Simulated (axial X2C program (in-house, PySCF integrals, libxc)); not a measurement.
Bond lengths and stretching modes, held linear, of FAlF⁺

Calculated with an axial X2C code built on PySCF integrals: two-component X2C with atomic mean-field Coulomb and Gaunt terms, Gaussian nuclei, basis F dyall-av3z, Al dyall-v3z with contracted cores. Spin-free rows use the one-electron spin-free X2C Hamiltonian.

Masses F 18.998, Al 26.982, F 18.998 u. States: 2c Ω = 0 (all partner blocks equally filled); spin-free M_S = 0, Λ = 0 (closed shell).

PBE0, spin-free: energies above the lowest point

```
r(F–Al) (Å)  r(Al–F) (Å)  E (meV)
     1.5551       1.5551    65.76
     1.5551       1.5950    32.56
     1.5551       1.6349    62.34
     1.5950       1.5551    32.56
     1.5950       1.5950     0.00
     1.5950       1.6349    30.39
     1.5950       1.6747   111.06
     1.6349       1.5551    62.34
     1.6349       1.5950    30.39
     1.6349       1.6349    61.35
     1.6747       1.5950   111.06
     1.6747       1.6747   224.16
```

Problem. Fit a quadratic surface with cubic terms in each bond: where is the minimum, and what are the two stretching wavenumbers?

Solution. At PBE0, spin-free: bonds 1.594 and 1.594 Å; harmonic stretches 756.6 and 1163.8 cm⁻¹; force constants 6.35, 6.35 and coupling 0.06 mdyn/Å.

The other levels and Hamiltonians give:

| Hamiltonian | level | r(F–Al) (Å) | r(Al–F) (Å) | lower stretch (cm⁻¹) | upper stretch (cm⁻¹) |
| --- | --- | --- | --- | --- | --- |
| 2c | PBE0 | 1.595 | 1.595 | 756.7 | 1163.9 |
| 2c | HF | 1.572 | 1.572 | 803.9 | 1231.0 |
| 2c | LDA | 1.597 | 1.597 | 743.2 | 1146.4 |
| 2c | MP2 | 1.604 | 1.604 | 750.2 | 1153.1 |
| spin-free | HF | 1.571 | 1.571 | 803.7 | 1230.9 |
| spin-free | LDA | 1.597 | 1.597 | 743.1 | 1146.3 |
| spin-free | MP2 | 1.603 | 1.603 | 750.1 | 1153.0 |

Each state is one determinant, the lowest of a limited PBE0 search; the stretches come from a fit to these few points and carry an uncertainty of a few per cent. Other orders of the atoms were not compared. MP2 freezes inner shells (threshold -2 hartree). The molecule was held linear; bending was not examined, so a bent shape may lie lower.
